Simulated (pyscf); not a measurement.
Structures and frequencies: ωB97X-D3(BJ)/def2-SVP in PySCF.

SMILES: [OH][Nb]([OH])([Cl])([Cl])[Cl]
```xyz
8

O     -1.4371    -1.7279     0.0402
Nb    -0.0425    -0.5816     0.5097
O      0.9555     0.9661     0.8068
Cl    -1.6762     1.0355    -0.0742
Cl     1.4496    -1.4931    -0.9454
Cl     0.1932    -1.3910     2.6204
H     -2.3442    -1.6524    -0.2780
H      0.8270     1.9194     0.7386
```
Charge 0, spin multiplicity 1.

Q: How much does it cost (ΔH, 298 K, ωB97M-D3(BJ)/def2-TZVP) to split HO–Nb(OH)(Cl)(Cl)–Cl (SMILES [OH][Nb]([OH])([Cl])([Cl])[Cl]) at its Nb–O bond into OH• + [HO–Nb(Cl)(Cl)–Cl]•?

A: Nb–O to OH• + [HO–Nb(Cl)(Cl)–Cl]•: 82.9 kcal/mol. The 7 functionals that were run give +82.8 (M06-2X) to +94.5 kcal/mol (PBE). The radicals are drawn with the spin at the cut bond; how far it spreads was not checked. Other isomers of [HO–Nb(Cl)(Cl)–Cl]• were not searched in full and may lie lower. Left out: the spin-orbit lowering of OH. Open-shell species with a d-block atom are single-reference here; other states, and whether the spin sits on metal or ligand, were not checked. Elements past Kr carry the def2 core potentials, without spin-orbit coupling.
